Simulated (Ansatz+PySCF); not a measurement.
The numbers below are computed, except where a source is named.
Input for Ansatz (development build ahead of 0.2.0):

```yaml
crystal:
  periodic: [false, false, false]
  atoms:
    - { symbol: C, position_ang: [-0.00909, -0.00166, -0.76956] }
    - { symbol: B, position_ang: [-0.00436, 0.00558, 0.76759] }
    - { symbol: H, position_ang: [-0.08842, -0.9121, -1.3525] }
    - { symbol: H, position_ang: [0.08365, 0.89903, -1.35443] }
    - { symbol: H, position_ang: [-0.07848, 1.02962, 1.35397] }
    - { symbol: H, position_ang: [0.07301, -1.02171, 1.3708] }
basis:
  gaussian: { orbitals: cc-pVTZ }
magnetization:
  spin_polarized: true
  initial_magnetization: 1
hamiltonian:
  xc: hf
correlation:
  method: mp2
  frozen_orbitals: { B: 1, C: 1, H: 0 }
output:
  forces: true
```

The input is written out in the form of the current development build from the run's settings.

Results

* Converged: yes
* Reference energy: -64.84791 hartree
* Correlation energy: -0.24847 hartree
* Total energy: -65.09638 hartree
* Spin squared of the determinant: 0.758
* Stability test: minimum

Forces (eV/Å):
| atom | Fx | Fy | Fz |
| --- | --- | --- | --- |
| C1 | 0.029 | -0.182 | 0.269 |
| B2 | -0.002 | -0.239 | -0.278 |
| H3 | 0.024 | 0.086 | 0.038 |
| H4 | -0.038 | 0.097 | -0.089 |
| H5 | 0.019 | 0.160 | 0.103 |
| H6 | -0.032 | 0.078 | -0.043 |
